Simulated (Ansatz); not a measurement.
**CHB (singlet): the correlation ladder at distance B1–C2 = 1.521 Å, 6-31G**

One table from this session's results is given with a row withheld; the runs are named, their logs left out.

Program: Ansatz 0.2.0, Gaussian basis. Level of theory: 6-31G, core rule «outside noble gas», up to 2 orbitals frozen. These are calculated values, not measurements.

To be run: UHF; CCSD(T) on RHF; CCSD(T) on UHF; BCCD(T) on RHF; CISD; CCSDT(Q) on RHF; CCSDT(Q) on UHF; CCSDTQ on RHF; CCSDTQ on UHF; CASSCF and MRCISD+Q, 2 electrons in 2 orbitals; CASSCF and NEVPT2, 2 electrons in 2 orbitals; CASSCF and MRCISD+Q, 8 electrons in 9 orbitals; CASSCF and NEVPT2, 8 electrons in 9 orbitals; Full CI.

20 further runs of the same task are left out: 17 that didn't finish, 3 set aside as unsound or not needed.

## What is computed

The geometry derives from a PBE0/def2-TZVP stationary point (not a proven minimum). One bond is set to the value named and the two fragments are kept rigid.

3 atoms, charge 0, spin multiplicity 1.

Atoms are counted from 1 here; the program's logs count them from 0.

Bond lengths: B1–C2 1.521 Å, C2–H3 1.083 Å. Angles: B1–C2–H3 134.1°.

Set-up of the first run:

in.yaml

```yaml
crystal:
  periodic: [false, false, false]
  atoms:
    - {symbol: B, position_ang: [0.000000, 0.095616, 0.858168]}
    - {symbol: C, position_ang: [0.000000, -0.130262, -0.645966]}
    - {symbol: H, position_ang: [0.000000, 0.526644, -1.507183]}
basis:
  gaussian: {orbitals: 6-31G}
magnetization: {spin_polarized: true, initial_magnetization: 0}
hamiltonian: {xc: hf}
output: {orbitals: {seedname: orbitals}}
```

Started as:

```sh
$ ansatz run in.yaml --threads 1 --pin off --events-out ev --progress --plain --max-ram 2393MiB
```

Among the steps run: UHF; CCSD(T) on RHF; CCSD(T) on UHF; BCCD(T) on RHF; CISD; CCSDT(Q) on RHF; CCSDT(Q) on UHF; CCSDTQ on RHF; CCSDTQ on UHF; CASSCF and MRCISD+Q, 2 electrons in 2 orbitals; CASSCF and NEVPT2, 2 electrons in 2 orbitals; CASSCF and MRCISD+Q, 8 electrons in 9 orbitals; CASSCF and NEVPT2, 8 electrons in 9 orbitals; Full CI.

One of the session's tables, all rows but one given; the rest of the session is left out.

```
          method  from FCI (meV)
            RMP2         +2150.9
            CISD         +2199.1
           RCCSD          +530.7
        RCCSD(T)          -136.8
         BCCD(T)           +27.9
          RCCSDT           +41.4
       RCCSDT(Q)           -61.5
         RCCSDTQ               ?
     CASSCF pair         +4107.3
     NEVPT2 pair          +949.1
     MRCISD pair          +455.6
   MRCISD+Q pair           -11.8
  CASSCF valence         +1015.7
  NEVPT2 valence          +267.3
  MRCISD valence           +31.7
MRCISD+Q valence           +11.8
             FCI               0
```

Q: Estimate the row for RCCSDTQ from the others.

As computed: from FCI (meV): +4.6. In the column «from FCI (meV)» it lies between FCI (0) and MRCISD+Q valence (+11.8).

Among the levels timed on like hardware and quicker than the yardstick, those that no quicker one beats, quickest first: NEVPT2 pair (0.33 s, +949.1 meV); MRCISD+Q pair (0.45 s, -11.8 meV); MRCISD+Q valence (4.1 s, +11.8 meV); RCCSDTQ (9 s, +4.6 meV).

Left out of the table: RHF, UHF, UMP2, UCCSD, UCCSD(T), UCCSDT, UCCSDT(Q), UCCSDTQ (another determinant or state than the rows shown).

Limits of these values: The report flags that the cluster equations may have other roots. The yardstick is full CI for this spin, exact in this basis with these frozen cores. The program flags RCCSD(T), RCCSDT(Q), RCCSDTQ as in doubt, so those rows may rest on another solution; read them beside their warnings. RCCSD(T), RCCSDT(Q), MRCISD+Q pair fall below full CI, which methods that aren't variational can do. With 1.2 effectively unpaired electrons against 0 the state is strongly multireference. Of the multireference levels listed MRCISD+Q valence comes nearest in total energy (+11.8 meV), which doesn't show that its space is the better one. Warnings in the runs' records: large difference, lower state, other roots.
